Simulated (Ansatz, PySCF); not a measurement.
System: phosphane, PH$_{3}$ (charge 0, singlet). 
Geometry from a B3LYP-D3(BJ)/def2-TZVP (Ansatz, a first-principles code) optimisation:
```
P
H 1 1.4188
H 1 1.4188 2 93.38
H 1 1.4188 2 93.38 3 93.59
```
Charge 0, spin multiplicity 1.

Property: atomisation energy (electronic, to ground-state atoms), in eV. Correlated levels leave the core frozen unless marked. Open shells are spin-unrestricted. Spin-orbit coupling is left out. Non-relativistic. The coupled-cluster limit lacks core correlation, which all-electron functionals hold. CBS(X,Y): correlation extrapolated as X^-3; Hartree-Fock from the larger set.

```csv
level,program,atomisation energy (eV)
B3LYP-D3(BJ)/def2-TZVPD,Ansatz + dftd3,10.67
PBE0-D3(BJ)/def2-TZVP,Ansatz + dftd3,10.31
PW6B95/def2-TZVPD,PySCF,10.54
MP2/def2-SVP,Ansatz,9.25
"RI-MP2/CBS(def2-TZVPPD,def2-QZVPPD)",Ansatz,10.13
SCS-MP2/STO-3G,Ansatz,11.31
SCS-MP2/cc-pV(D+d)Z,Ansatz,9.51
```

Q: What does CCSD(T)/CBS(aug-cc-pV(T+d)Z,aug-cc-pV(Q+d)Z) (Ansatz) give?

A: 10.50 eV
